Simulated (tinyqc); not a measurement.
Extended Hueckel theory, for CH3+, step by step. The parameters take no account of the charge, which enters only through the electron count. Computed by tinyqc, a small Python program that keeps every step (integrals from PySCF). Settings: charge = 1, K = 1.5, multiplicity = 1. Command: `OMP_NUM_THREADS=1 python tinyqc.py 26545 26546 out.jsonl` (the two numbers bound the seeds that draw the settings). One thread of a shared host (Intel(R) Xeon(R) Processor @ 2.60GHz), about 0.01 s of CPU time with the checks.

## Overlaps

Geometry (angstrom):
```
atom          x          y         z
C      0.000000   0.000000  0.044000
H      1.018000   0.000000  0.000000
H     -0.509000   0.882000  0.000000
H     -0.509000  -0.882000  0.000000
```

Parameters chosen for this run:
```
element  shell  Slater exponent   H_ii (eV)
H           1s         1.300000  -13.600000
C           2s         1.625000  -21.400000
C           2p         1.625000  -11.400000
```

Slater orbitals, each expanded in six Gaussians scaled to its exponent.

overlap S, lower triangle:
```
           1C 2s     1C 2px     1C 2py     1C 2pz     2H 1s     3H 1s     4H 1s
1C 2s   1.000000
1C 2px  0.000000   1.000000
1C 2py  0.000000   0.000000   1.000000
1C 2pz  0.000000   0.000000   0.000000   1.000000
2H 1s   0.532809   0.513888   0.000000  -0.022211  1.000000
3H 1s   0.532616  -0.256810   0.445002  -0.022200  0.152261  1.000000
4H 1s   0.532616  -0.256810  -0.445002  -0.022200  0.152261  0.152117  1.000000
```

## Wolfsberg-Helmholz matrix

diagonal H_ii (eV): 1C 2s -21.400000, 1C 2px -11.400000, 1C 2py -11.400000, 1C 2pz -11.400000, 2H 1s -13.600000, 3H 1s -13.600000, 4H 1s -13.600000

K = 1.500000

H_ij = K' S_ij (H_ii + H_jj)/2 for i != j (the diagonal keeps H_ii), with K' = 1.5.

H (eV), lower triangle:
```
             1C 2s      1C 2px      1C 2py      1C 2pz       2H 1s       3H 1s       4H 1s
1C 2s   -21.400000
1C 2px    0.000000  -11.400000
1C 2py    0.000000    0.000000  -11.400000
1C 2pz    0.000000    0.000000    0.000000  -11.400000
2H 1s   -13.986238   -9.635399    0.000000    0.416461  -13.600000
3H 1s   -13.981177    4.815180   -8.343789    0.416243   -3.106117  -13.600000
4H 1s   -13.981177    4.815180    8.343789    0.416243   -3.106117   -3.103181  -13.600000
```

## Orbitals

valence electrons = 6

Solve H C = S C e through S^(-1/2); fill by pairs from the bottom, a degenerate level sharing its electrons equally; each orbital has its largest coefficient positive (the first on a tie).

orbital energies (eV): -22.585056  -14.700622  -14.700024  -11.405766  2.946911  2.950794  16.028253

occupations: 2.000000  2.000000  2.000000  0.000000  0.000000  0.000000  0.000000

coefficients:
```
              MO1        MO2        MO3        MO4        MO5        MO6        MO7
1C 2s    0.743950   0.000000  -0.000048   0.027949   0.000000  -0.001356   1.526529
1C 2px  -0.000025   0.000000   0.496845   0.000003   0.000000   1.276627   0.001840
1C 2py   0.000000   0.496750   0.000000   0.000000   1.276634   0.000000   0.000000
1C 2pz   0.003438   0.000000  -0.000004   0.999080   0.000000   0.000065  -0.071425
2H 1s    0.150574   0.000000   0.525247  -0.011771   0.000000  -1.094580  -0.847255
3H 1s    0.150510   0.454939  -0.262692  -0.011777  -0.948495   0.548549  -0.844873
4H 1s    0.150510  -0.454939  -0.262692  -0.011777   0.948495   0.548549  -0.844873
```

sum of one-electron energies = -103.971402 eV

## Mulliken analysis

P = C n C^T; charge = valence electrons (H 1, C 4) minus the sum of (P S)_ii on the atom; overlap population = 2 sum P_ij S_ij between two atoms.

charges: 1C 0.743416, 2H 0.085588, 3H 0.085498, 4H 0.085498

Overlap populations:
```
pair      value
2-1    0.775062
3-1    0.774876
3-2   -0.070232
4-1    0.774876
4-2   -0.070232
4-3   -0.070162
```
